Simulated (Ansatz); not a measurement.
Relaxation of C$_{3}$H$_{5}$NO (10 atoms, charge 0, multiplicity 1), to a largest force component of 0.02 eV/Å in at most 40 steps.

These are results of Ansatz, UKS B3LYP-D4/STO-3G, not measurements.

```xyz
10
Properties=species:S:1:pos:R:3
N -0.745 1.544 0.687
C -0.547 0.340 0.882
C -0.385 -0.529 -0.295
C 1.027 -0.512 -1.034
O 0.640 -1.561 -0.104
H -0.901 2.088 1.573
H -0.444 -0.089 1.897
H -1.209 -0.782 -0.834
H 0.943 -0.762 -2.039
H 1.705 0.210 -0.729
```

Q: Where does it end, and by what steps?

A: The forces met the threshold. Limits of this set-up: minimal basis. After 15 steps the energy has fallen by 1.132 eV; H7 moved furthest, 1.13 Å.

| step | energy less start (eV) | largest force component (eV/Å) | accepted |
| --- | --- | --- | --- |
| 0 | 0.0000 | 6.361 | yes |
| 1 | -0.8700 | 1.336 | yes |
| 2 | -0.8431 | 1.453 | no |
| 3 | -0.9479 | 0.340 | yes |
| 4 | -0.9758 | 0.272 | yes |
| 5 | -0.9812 | 0.646 | yes |
| 6 | -1.0041 | 0.669 | yes |
| 7 | -1.0209 | 0.822 | yes |
| 8 | -1.0556 | 0.623 | yes |
| 9 | -1.1004 | 0.105 | yes |
| 10 | -1.1157 | 0.437 | yes |
| 11 | -1.0865 | 1.546 | no |
| 12 | -1.1269 | 0.245 | yes |
| 13 | -1.1317 | 0.065 | yes |
| 14 | -1.1324 | 0.043 | yes |
| 15 | -1.1325 | 0.016 | yes |

```xyz
10
Properties=species:S:1:pos:R:3
N -1.471 1.331 0.950
C -0.415 0.557 0.823
C -0.321 -0.374 -0.377
C 1.029 -0.715 -0.980
O 0.308 -1.702 -0.155
H -1.320 1.895 1.856
H 0.444 0.505 1.527
H -1.208 -0.354 -1.039
H 1.093 -0.919 -2.064
H 1.943 -0.275 -0.540
```

Whether the end is a true minimum wasn't checked by a vibrational analysis.

Time of the run: 46 s on 1 thread of Arm Neoverse V1 (shared host), peak memory 0.14 GiB.
